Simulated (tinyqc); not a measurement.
Inside a calculation. Method: CID on RHF in the sto-3g basis, frozen core, for LiH, spin multiplicity 1. Computed by tinyqc, a small Python program that keeps every step (integrals from PySCF). Settings: charge = 0, multiplicity = 1, basis = sto-3g, method = RHF, frozen orbitals = 1, energy threshold = 1e-10, iteration cap = 84, orthogonalisation = symmetric, start = core, DIIS depth = 6, ci = CID, davidson = 1. Command: `OMP_NUM_THREADS=1 python tinyqc.py 23396 23397 out.jsonl` (the two numbers bound the seeds that draw the settings). One thread of a shared host (Intel(R) Xeon(R) Processor @ 2.60GHz), about 0.1 s of CPU time with the checks. The early iterations of the SCF are left out here.

## One-electron integrals

Geometry (angstrom):
```
atom         x         y         z
Li    0.000000  0.000000  0.000000
H     0.000000  0.000000  2.036000
```

Basis sto-3g: exponents (1/bohr^2) and contraction coefficients of normalised primitives:
```
element  l (shell)   exponent  coefficient
Li           s (1)  16.119575     0.154329
Li           s (1)   2.936201     0.535328
Li           s (1)   0.794651     0.444635
Li           s (2)   0.636290    -0.099967
Li           s (2)   0.147860     0.399513
Li           s (2)   0.048089     0.700115
Li           p (3)   0.636290     0.155916
Li           p (3)   0.147860     0.607684
Li           p (3)   0.048089     0.391957
H            s (1)   3.425251     0.154329
H            s (1)   0.623914     0.535328
H            s (1)   0.168855     0.444635
```

Overlap, kinetic and nuclear-attraction integrals over the contracted functions; the nuclear repulsion is the sum of Za Zb / Rab.

nuclear repulsion = 0.77973066 hartree

overlap S, order 1Li 1s, 1Li 2s, 1Li 2px, 1Li 2py, 1Li 2pz, 2H 1s:
```
[[1.000000, 0.241137, 0.000000, 0.000000, 0.000000, 0.025481],
 [0.241137, 1.000000, 0.000000, 0.000000, 0.000000, 0.290555],
 [0.000000, 0.000000, 1.000000, 0.000000, 0.000000, 0.000000],
 [0.000000, 0.000000, 0.000000, 1.000000, 0.000000, 0.000000],
 [0.000000, 0.000000, 0.000000, 0.000000, 1.000000, 0.412638],
 [0.025481, 0.290555, 0.000000, 0.000000, 0.412638, 1.000000]]
```

kinetic energy T (hartree), order 1Li 1s, 1Li 2s, 1Li 2px, 1Li 2py, 1Li 2pz, 2H 1s:
```
[[3.576786, -0.020237, 0.000000, 0.000000, 0.000000, -0.008738],
 [-0.020237, 0.102163, 0.000000, 0.000000, 0.000000, 0.017952],
 [0.000000, 0.000000, 0.319682, 0.000000, 0.000000, 0.000000],
 [0.000000, 0.000000, 0.000000, 0.319682, 0.000000, 0.000000],
 [0.000000, 0.000000, 0.000000, 0.000000, 0.319682, 0.068543],
 [-0.008738, 0.017952, 0.000000, 0.000000, 0.068543, 0.760032]]
```

nuclear attraction V (hartree), order 1Li 1s, 1Li 2s, 1Li 2px, 1Li 2py, 1Li 2pz, 2H 1s:
```
[[-8.242792, -1.027017, 0.000000, 0.000000, -0.009947, -0.105163],
 [-1.027017, -1.453186, 0.000000, 0.000000, -0.096918, -0.475712],
 [0.000000, 0.000000, -1.418570, 0.000000, 0.000000, 0.000000],
 [0.000000, 0.000000, 0.000000, -1.418570, 0.000000, 0.000000],
 [-0.009947, -0.096918, 0.000000, 0.000000, -1.493648, -0.683136],
 [-0.105163, -0.475712, 0.000000, 0.000000, -0.683136, -2.006103]]
```

core Hamiltonian H = T + V (hartree), order 1Li 1s, 1Li 2s, 1Li 2px, 1Li 2py, 1Li 2pz, 2H 1s:
```
[[-4.666005, -1.047254, 0.000000, 0.000000, -0.009947, -0.113901],
 [-1.047254, -1.351023, 0.000000, 0.000000, -0.096918, -0.457760],
 [0.000000, 0.000000, -1.098888, 0.000000, 0.000000, 0.000000],
 [0.000000, 0.000000, 0.000000, -1.098888, 0.000000, 0.000000],
 [-0.009947, -0.096918, 0.000000, 0.000000, -1.173967, -0.614593],
 [-0.113901, -0.457760, 0.000000, 0.000000, -0.614593, -1.246071]]
```

## Two-electron integrals

Functions are numbered as in S; the eight-fold symmetry (ij|kl) = (ji|kl) = (kl|ij) leaves the list below.

Two-electron integrals (ij|kl) in chemists' order, unique and non-zero (hartree):
```
(11|11) 1.680395   (21|11) 0.265420   (21|21) 0.049941   (22|11) 0.397727
(22|21) 0.092860   (22|22) 0.290562   (31|31) 0.008981   (32|31) 0.013788
(32|32) 0.064184   (33|11) 0.396640   (33|21) 0.092880   (33|22) 0.290497
(33|33) 0.312946   (41|41) 0.008981   (42|41) 0.013788   (42|42) 0.064184
(43|43) 0.016869   (44|11) 0.396640   (44|21) 0.092880   (44|22) 0.290497
(44|33) 0.279207   (44|44) 0.312946   (51|51) 0.008981   (52|51) 0.013788
(52|52) 0.064184   (53|53) 0.016869   (54|54) 0.016869   (55|11) 0.396640
(55|21) 0.092880   (55|22) 0.290497   (55|33) 0.279207   (55|44) 0.279207
(55|55) 0.312946   (61|11) 0.026858   (61|21) 0.005099   (61|22) 0.009730
(61|33) 0.009615   (61|44) 0.009615   (61|51) 0.000644   (61|52) 0.001256
(61|55) 0.009965   (61|61) 0.000575   (62|11) 0.092878   (62|21) 0.022089
(62|22) 0.077136   (62|33) 0.072739   (62|44) 0.072739   (62|51) 0.003459
(62|52) 0.024090   (62|55) 0.085859   (62|61) 0.002731   (62|62) 0.038725
(63|31) 0.001421   (63|32) 0.007423   (63|53) 0.003342   (63|63) 0.002207
(64|41) 0.001421   (64|42) 0.007423   (64|54) 0.003342   (64|64) 0.002207
(65|11) 0.124470   (65|21) 0.029816   (65|22) 0.107223   (65|33) 0.099839
(65|44) 0.099839   (65|51) 0.005321   (65|52) 0.037126   (65|55) 0.121889
(65|61) 0.003780   (65|62) 0.058011   (65|65) 0.087563   (66|11) 0.259777
(66|21) 0.062588   (66|22) 0.241491   (66|33) 0.220761   (66|44) 0.220761
(66|51) 0.009830   (66|52) 0.088905   (66|55) 0.282849   (66|61) 0.007870
(66|62) 0.157582   (66|65) 0.243137   (66|66) 0.774606
```

## Orthogonalisation

S = U s U^T; symmetric (Loewdin) form X = U s^(-1/2) U^T, so that X^T S X = 1.

eigenvalues of S: [0.480443, 0.803627, 1.000000, 1.000000, 1.181616, 1.534314]

X, order 1Li 1s, 1Li 2s, 1Li 2px, 1Li 2py, 1Li 2pz, 2H 1s:
```
[[1.023448, -0.130120, 0.000000, 0.000000, -0.006829, 0.018095],
 [-0.130120, 1.064119, 0.000000, 0.000000, 0.057161, -0.178556],
 [0.000000, 0.000000, 1.000000, 0.000000, 0.000000, 0.000000],
 [0.000000, 0.000000, 0.000000, 1.000000, 0.000000, 0.000000],
 [-0.006829, 0.057161, 0.000000, 0.000000, 1.079042, -0.247913],
 [0.018095, -0.178556, 0.000000, 0.000000, -0.247913, 1.118869]]
```

## Iteration 8 (converged): orbitals

converged F (hartree), order 1Li 1s, 1Li 2s, 1Li 2px, 1Li 2py, 1Li 2pz, 2H 1s:
```
[[-2.359927, -0.641923, 0.000000, 0.000000, 0.014354, -0.070309],
 [-0.641923, -0.212216, 0.000000, 0.000000, -0.071598, -0.210576],
 [0.000000, 0.000000, 0.161775, 0.000000, 0.000000, 0.000000],
 [0.000000, 0.000000, 0.000000, 0.161775, 0.000000, 0.000000],
 [0.014354, -0.071598, 0.000000, 0.000000, 0.044885, -0.202959],
 [-0.070309, -0.210576, 0.000000, 0.000000, -0.202959, -0.089946]]
```

Diagonalise F' = X^T F X, C = X C', fill 2 alpha and 2 beta electrons from the bottom; D = 2 C_occ C_occ^T. Each column has its largest component positive (the first on a tie).

F' = X^T F X (hartree):
```
[[-2.306435, -0.360521, 0.000000, 0.000000, 0.012486, 0.015663],
 [-0.360521, -0.033241, 0.000000, 0.000000, 0.006083, -0.212894],
 [0.000000, 0.000000, 0.161775, 0.000000, 0.000000, 0.000000],
 [0.000000, 0.000000, 0.000000, 0.161775, 0.000000, 0.000000],
 [0.012486, 0.006083, 0.000000, 0.000000, 0.151703, -0.250377],
 [0.015663, -0.212894, 0.000000, 0.000000, -0.250377, 0.074186]]
```

orbital energies (hartree): [-2.362416, -0.246978, 0.072739, 0.161775, 0.161775, 0.422868]

coefficients C, order 1Li 1s, 1Li 2s, 1Li 2px, 1Li 2py, 1Li 2pz, 2H 1s:
```
[[0.991446, -0.150672, -0.214442, 0.000000, 0.000000, 0.114451],
 [0.033390, 0.490539, 0.798541, 0.000000, 0.000000, -0.552286],
 [0.000000, 0.000000, 0.000000, 0.813374, 0.581742, 0.000000],
 [0.000000, 0.000000, 0.000000, -0.581742, 0.813374, 0.000000],
 [-0.004592, 0.330162, -0.597041, 0.000000, 0.000000, -0.873854],
 [-0.001020, 0.584661, -0.187237, 0.000000, 0.000000, 0.984200]]
```

D after iteration 8, order 1Li 1s, 1Li 2s, 1Li 2px, 1Li 2py, 1Li 2pz, 2H 1s:
```
[[2.011334, -0.081612, 0.000000, 0.000000, -0.108597, -0.178206],
 [-0.081612, 0.483487, 0.000000, 0.000000, 0.323608, 0.573531],
 [0.000000, 0.000000, 0.000000, 0.000000, 0.000000, 0.000000],
 [0.000000, 0.000000, 0.000000, 0.000000, 0.000000, 0.000000],
 [-0.108597, 0.323608, 0.000000, 0.000000, 0.218056, 0.386075],
 [-0.178206, 0.573531, 0.000000, 0.000000, 0.386075, 0.683660]]
```

Within a degenerate level the vectors are fixed only up to a rotation; this is one choice.

## Convergence

Stop when the energy changes by less than 1e-10 hartree and every element of the error matrix X^T (F D S - S D F) X is below 3e-06.

Course of the cycle:
```
iteration  E (hartree)     change  largest element of the error matrix
1          -7.80759520          -                             1.82e-01
2          -7.82581268  -1.82e-02                             2.13e-02
3          -7.82673952  -9.27e-04                             6.01e-03
4          -7.82695249  -2.13e-04                             2.22e-03
5          -7.82698728  -3.48e-05                             5.37e-05
6          -7.82698728  -4.02e-09                             1.12e-05
7          -7.82698728  -2.32e-10                             1.08e-06
8          -7.82698728  -3.26e-12                             2.22e-08
```

PySCF RHF in the same basis = -7.82698728 hartree

Converged in 8 iterations.

## Integrals over molecular orbitals

(pq|rs) = sum C_ip C_jq C_kr C_ls (ij|kl), one index at a time.

one-electron integrals over orbitals h = C^T H C (hartree):
```
[[-4.657014, 0.096356, 0.162544, 0.000000, 0.000000, -0.051569],
 [0.096356, -1.340310, 0.018573, 0.000000, 0.000000, 0.030125],
 [0.162544, 0.018573, -1.099364, 0.000000, 0.000000, 0.022192],
 [0.000000, 0.000000, 0.000000, -1.098888, 0.000000, 0.000000],
 [0.000000, 0.000000, 0.000000, 0.000000, -1.098888, 0.000000],
 [-0.051569, 0.030125, 0.022192, 0.000000, 0.000000, -1.006707]]
```

Two-electron integrals over orbitals (pq|rs), unique and non-zero (hartree); the lowest 1 orbital is frozen and left out:
```
(22|22) 0.457919    (32|22) -0.057122   (32|32) 0.019302    (33|22) 0.214321
(33|32) 0.013212    (33|33) 0.330906    (42|42) 0.021501    (43|42) 0.020028
(43|43) 0.041351    (44|22) 0.249648    (44|32) 0.011781    (44|33) 0.280277
(44|44) 0.312946    (52|52) 0.021501    (53|52) 0.020028    (53|53) 0.041351
(54|54) 0.016869    (55|22) 0.249648    (55|32) 0.011781    (55|33) 0.280277
(55|44) 0.279207    (55|55) 0.312946    (62|22) 0.110475    (62|32) -0.041991
(62|33) -0.018515   (62|44) -0.033840   (62|55) -0.033840   (62|62) 0.129476
(63|22) -0.056054   (63|32) 0.015465    (63|33) 0.036432    (63|44) 0.006750
(63|55) 0.006750    (63|62) -0.037586   (63|63) 0.029696    (64|42) -0.018770
(64|43) -0.012386   (64|64) 0.019473    (65|52) -0.018770   (65|53) -0.012386
(65|65) 0.019473    (66|22) 0.430031    (66|32) -0.048224   (66|33) 0.238860
(66|44) 0.260467    (66|55) 0.260467    (66|62) 0.105190    (66|63) -0.046086
(66|66) 0.427253
```

## CID: determinants and Hamiltonian

one-electron integrals dressed by the frozen orbital, h + 2 (pq|11) - (p1|1q) (hartree), order 2, 3, 4, 5, 6:
```
[[-0.704896, 0.057122, 0.000000, 0.000000, -0.110475],
 [0.057122, -0.336601, 0.000000, 0.000000, 0.070116],
 [0.000000, 0.000000, -0.316020, 0.000000, 0.000000],
 [0.000000, 0.000000, 0.000000, -0.316020, 0.000000],
 [-0.110475, 0.070116, 0.000000, 0.000000, -0.307718]]
```

energy of the frozen orbital, 2 h_11 + (11|11) = -7.65484368 hartree

Hartree-Fock energy = -7.82698728 hartree

Slater-Condon rules over spin orbitals, with the nuclear repulsion and the energy of the frozen orbital added and E(HF) subtracted on the diagonal. Only determinants linked to the reference directly or through others are kept (one block of an abelian symmetry group), so some states are absent.

Occupation strings over the orbitals (2 doubly, a alpha, b beta, 0 empty; spin orbitals ordered 1a 1b 2a 2b ...): 220000 202000 20a00b 200200 200020 20b00a 200002

H - E(HF) between determinants (hartree), order 220000, 202000, 20a00b, 200200, 200020, 20b00a, 200002:
```
[[0.000000, 0.019302, -0.041991, 0.021501, 0.021501, 0.041991, 0.129476],
 [0.019302, 0.609579, 0.106548, 0.041351, 0.041351, -0.106548, 0.029696],
 [-0.041991, 0.106548, 0.546416, -0.012386, -0.012386, -0.029696, 0.024030],
 [0.021501, 0.041351, -0.012386, 0.632779, 0.016869, 0.012386, 0.019473],
 [0.021501, 0.041351, -0.012386, 0.016869, 0.632779, 0.012386, 0.019473],
 [0.041991, -0.106548, -0.029696, 0.012386, 0.012386, 0.546416, -0.024030],
 [0.129476, 0.029696, 0.024030, 0.019473, 0.019473, -0.024030, 0.763691]]
```

## CID: roots

Diagonalise (each vector has its largest component positive (the first on a tie)); all determinants have Ms = 0, so triplets appear too. The lowest singlet root is the correlation energy.

lowest roots of this matrix, relative to E(HF) (hartree): [-0.030220, 0.431293, 0.516720, 0.615910, 0.656161, 0.721105, 0.820692]

lowest vectors, order 220000, 202000, 20a00b, 200200, 200020, 20b00a, 200002:
```
[[0.978537, 0.103830, 0.000000, 0.000000],
 [-0.046510, 0.662428, 0.000000, 0.000000],
 [0.081515, -0.488755, 0.707107, 0.000000],
 [-0.020514, -0.190527, 0.000000, 0.707107],
 [-0.020514, -0.190527, 0.000000, -0.707107],
 [-0.081515, 0.488755, 0.707107, 0.000000],
 [-0.161774, -0.006633, 0.000000, 0.000000]]
```

<S^2> of these roots: [0.000000, 0.000000, 2.000000, 0.000000, 0.000000, 0.000000, 0.000000]

weight of the ground state by excitation level 0, 1, 2, ...: [0.957535, 0.000000, 0.042465]

## The lowest root by the Davidson method

Start from the reference; add the residual divided by (theta - H_ii), orthogonalised, at each step.

Davidson iterations:
```
iteration  subspace  lowest Ritz value (hartree)  residual norm
1                 1                   0.00000000       1.47e-01
2                 2                  -0.02987468       1.35e-02
3                 3                  -0.03021532       1.76e-03
4                 4                  -0.03022016       8.19e-05
5                 5                  -0.03022017       1.22e-16
```
